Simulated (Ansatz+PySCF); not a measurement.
# singlet C5H12: levels of theory in one basis

```tsv
atom	x (Å)	y (Å)	z (Å)
C	0.0000	0.0000	0.0000
C	0.8133	0.8133	0.8133
C	0.8133	-0.8133	-0.8133
C	-0.8133	0.8133	-0.8133
C	-0.8133	-0.8133	0.8133
H	0.2532	1.4109	1.4109
H	1.4109	0.2532	1.4109
H	1.4109	1.4109	0.2532
H	0.2532	-1.4109	-1.4109
H	1.4109	-0.2532	-1.4109
H	1.4109	-1.4109	-0.2532
H	-1.4109	0.2532	-1.4109
H	-1.4109	1.4109	-0.2532
H	-0.2532	1.4109	-1.4109
H	-1.4109	-1.4109	0.2532
H	-0.2532	-1.4109	1.4109
H	-1.4109	-0.2532	1.4109
```

Basis set: def2-SVP (spherical functions). Left uncorrelated: 5 orbitals. Charge 0, multiplicity 1.

Computed with Ansatz (development build ahead of 0.2.0); each method stands on the lowest determinant of its kind that the runs found.

| method | E − E(RHF) (eV) | <S²> of the determinant |
| --- | --- | --- |
| RHF | 0.00 | 0.00 |

Task: What does RHF-MP2 give on the same scale?

Result: -19.96 eV.

Task: Is a single determinant a sound starting point here?

Result: By this sign, yes. Unrestricted orbitals gain 0.00 eV and <S²> is 0.00 against 0.00 for a pure state.
